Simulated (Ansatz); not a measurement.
How far each method lies from UCCSDT(Q) for H₂Al–AlH₂, triplet

Geometry: that of the H2Al–AlH2, singlet, kept fixed. The singlet lies 2.1 eV lower here.

```xyz
6

Al    0.0000    0.0000    1.3086
Al    0.0000    0.0000   -1.3086
H     0.0000    1.3533    2.1524
H     0.0000   -1.3533    2.1524
H     0.0000    1.3533   -2.1524
H     0.0000   -1.3533   -2.1524
```

Basis cc-pVDZ; Ansatz 0.2.0. Correlated methods freeze the noble-gas cores, which leaves 10 electrons in 46 orbitals. R marks a restricted (for open shells ROHF) determinant, U an unrestricted one. Active spaces: valence = (10e, 12o) chosen from the atoms' valence shells.

Full CI isn't at hand for all of this; UCCSDT(Q) serves as the reference, and is uncertain by about the last step of the cluster series. The frozen core follows each run's orbitals, which can shift R against U totals by a few meV.

For open shells CISD is restricted-active-space CI with the open shells as a complete middle space.

The UHF ⟨S²⟩ is 2.002, the T1 diagnostic (RCCSD) is 0.0235 and the largest doubles amplitude (RCCSD) is 0.049. The T1 diagnostic (UCCSD) is 0.0214.

| level | E − E(UCCSDT(Q)) (kcal/mol) | share of correlation (%) | wall time |
| --- | --- | --- | --- |
| RHF | 106.41 | 0.00 | – |
| UHF | 105.94 | 0.44 | – |
| RMP2 | 28.95 | 72.80 | – |
| UMP2 | 28.82 | 72.91 | – |
| CISD | 10.70 | 89.94 | 4.7 s |
| RCCSD | 3.19 | 97.00 | – |
| UCCSD | 3.18 | 97.01 | – |
| RCCSD(T) | 0.94 | 99.12 | 3.3 s |
| UCCSD(T) | 0.94 | 99.12 | 3.8 s |
| BCCD(T) | 0.92 | 99.14 | 5 s |
| RCCSDT | 0.07 | 99.93 | – |
| UCCSDT | 0.07 | 99.93 | – |
| RCCSDT(Q) | 0.01 | 99.99 | 4.6 s (H100) |
| CASSCF (valence space) | 62.21 | 41.54 | – |
| NEVPT2 (valence space) | 20.45 | 80.78 | 13 s (H100) |
| MRCISD (valence space) | 4.09 | 96.16 | – |
| MRCISD+Q (valence space) | 0.48 | 99.55 | 16 s (H100) |
| MRCISD+Q(relaxed) (valence space) | -0.41 | 100.38 | 19 s (H100) |

The correlation energy at UCCSDT(Q), counted from RHF, is -4.614 eV. That run took 8 s on 2 threads of AMD EPYC 7R13 with a shared H100 80 GB, shared host.

Times hold each run's SCF and search for its determinant on a shared host, so for small cases they say little of a method's own cost; rows without a card ran on 1 thread of AMD EPYC 7R13.

Natural occupations of CASSCF (valence space) about the gap: 1.975 1.972 1.965 1.963 1.003 0.992 0.040 0.026 0.026 0.018; effectively unpaired electrons, Σ n²(2−n)², 2.03.
